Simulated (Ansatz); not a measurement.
```yaml
crystal:
  periodic: [false, false, false]
  atoms:
    - {symbol: Sc, position_ang: [0.004051, 0.000143, -0.135292]}
    - {symbol: O, position_ang: [-0.017399, 1.723306, 0.191541]}
    - {symbol: O, position_ang: [0.006016, -1.723706, 0.188609]}
basis:
  gaussian: {orbitals: def2-TZVP}
magnetization: {spin_polarized: true, initial_magnetization: 1}
hamiltonian: {xc: pbe0}
relax: {f_tol: 0.004, max_steps: 80}
```

```sh
$ ansatz run in.yaml --threads 1 --pin off --events-out ev --progress --plain --max-ram 2176MiB
```

Steps of the relaxation (energy above the last step; positions in Å, forces in eV/Å):

```
3
step 1, 63.0 meV
Sc    0.004    0.000   -0.135    0.010    0.000   -0.331
O    -0.017    1.723    0.192   -0.006    0.114    0.166
O     0.006   -1.724    0.189   -0.004   -0.114    0.166
```

```
3
step 2, 51.8 meV
Sc    0.005    0.000   -0.161    0.008    0.000   -0.276
O    -0.018    1.719    0.204   -0.004   -0.015    0.138
O     0.006   -1.719    0.201   -0.004    0.014    0.138
```

```
3
step 3, 34.9 meV
Sc    0.011    0.000   -0.356   -0.021   -0.001    0.701
O    -0.020    1.664    0.302    0.017   -0.943   -0.351
O     0.002   -1.665    0.299    0.004    0.944   -0.350
```

```
3
step 6, 0.0 meV
Sc    0.011    0.000   -0.358    0.000    0.000   -0.002
O    -0.020    1.627    0.303    0.000    0.000    0.001
O     0.002   -1.627    0.300    0.000    0.000    0.001
```

Close pairs at the end: Sc1–O2 1.756 Å, Sc1–O3 1.756 Å.

A stationary point of unrestricted PBE0 after 6 steps, with ⟨S²⟩ = 0.781 against 0.75 for a pure state; no frequencies were run, so it isn't proven a minimum. 22 s on 1 thread of Intel Xeon 6975P-C, shared host.
